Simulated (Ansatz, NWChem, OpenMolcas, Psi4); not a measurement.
## Worked example: C2HF + SiH2(OH)(SiH3) → C2H2O + SiH2(SiH3)F

Gas-phase species: C2HF (fluoroacetylene) `C#CF`, singlet; SiH2(OH)(SiH3) (disilanol), singlet; C2H2O (ethynol) `C#CO`, singlet; SiH2(SiH3)F, singlet. The partners trade F for OH: C–F and Si–OH bonds give way to C–OH and Si–F.

Shapes, held fixed at every level: PBE0-D4/def2-TZVP. Flexible molecules stand in one conformer, not always the lowest. Programs: Ansatz 0.2.0, NWChem 7.3.0, OpenMolcas 26.06, Psi4 1.11. A level may come from different programs for different species; with the same settings they agree closely. The zero-point and thermal change to 298 K, harmonic and unscaled (PBE0-D4/def2-TZVP), is +0.2 kJ/mol.

At CCSD(T)/CBS estimate; 1 Eh = 2625.50 kJ/mol:

| species | energy (Eh) |
| --- | --- |
| C2HF | -176.383876 |
| SiH2(OH)(SiH3) | -656.967893 |
| C2H2O | -152.383799 |
| SiH2(SiH3)F | -681.000670 |

Q: Work out ΔH(298 K) of the reaction at this level.

A: 
1. Products less reactants: (-152.383799) + (-681.000670) − [(-176.383876) + (-656.967893)] = -0.032700 Eh = -85.9 kJ/mol.
2. With the thermal change: -85.9 + (+0.2) = -85.7 kJ/mol.

Other levels give -87.5 (B3LYP/6-31G* (Cartesian functions)) to -82.0 kJ/mol (SPW92/def2-TZVPP). No measured value is set beside it here. The CBS estimate extrapolates MP2 from def2-TZVPP and def2-QZVPP and adds CCSD(T) − MP2 in the triple-zeta set, cores frozen.
